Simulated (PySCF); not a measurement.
Output of ΔSCF core-hole calculations on `FS(F)(F)F`.

Level of theory: delta-SCF UKS SCAN, pcX-2 on the ionised atom, pcseg-1 elsewhere, spin-free X2C (PySCF). The program numbers atoms from 0. The cycles run on a coarse integration grid; for E(ground) and E(ion) the exchange–correlation energy is redone on a finer one, so they differ from the last cycle, and only they enter the binding energy.

Coordinates (Å, PBE0-D3(BJ)/def2-SVP):
```
F     -0.044902     1.316931    -0.074497
S     -0.290221    -0.209732     0.254317
F     -1.261644    -0.265238    -1.087813
F      0.836428    -0.053450     1.461314
F      0.835189    -0.898981    -0.615441
```

```
ground state, core basis on atom 0 (F), 105 functions
  cycle   1  E = -798.50367947  |g| = 1.05e+00
  cycle   2  E = -797.75359143  |g| = 2.34e+00
  cycle   3  E = -798.69104971  |g| = 2.33e-01
  cycle   4  E = -798.69668268  |g| = 1.41e-01
  cycle   5  E = -798.69983375  |g| = 1.26e-02
  cycle   6  E = -798.69986729  |g| = 2.96e-03
  cycle   7  E = -798.69986878  |g| = 1.26e-03
  cycle   8  E = -798.69986929  |g| = 7.16e-04
  cycle   9  E = -798.69987039  |g| = 6.94e-05
  E(ground) = -798.70389379 Eh
hole in F 1s of atom 0
  cycle   1  E = -772.25655278  |g| = 2.59e+00
  cycle   2  E = -771.89241167  |g| = 2.32e+00
  cycle   3  E = -772.95142220  |g| = 7.51e-01
  cycle   4  E = -773.00232348  |g| = 6.61e-01
  ...
  cycle   9  E = -773.15732545  |g| = 2.80e-03
  cycle  10  E = -773.15732647  |g| = 1.43e-03
  cycle  11  E = -773.15732654  |g| = 2.23e-04
  E(ion) = -773.16800584 Eh   <S^2> = 0.7592   hole on atom = 1.000
```

Task: What is the F 1s binding energy of atom 0?

Result: (-773.168006 − (-798.703894)) Eh × 27.2114 eV/Eh = 694.87 eV, for the sulfur-bound fluorine.

Isolated species at its PBE0-D3(BJ)/def2-SVP geometry, gas phase.
Labels such as C1 count atoms from 1, the log's own numbers from 0.
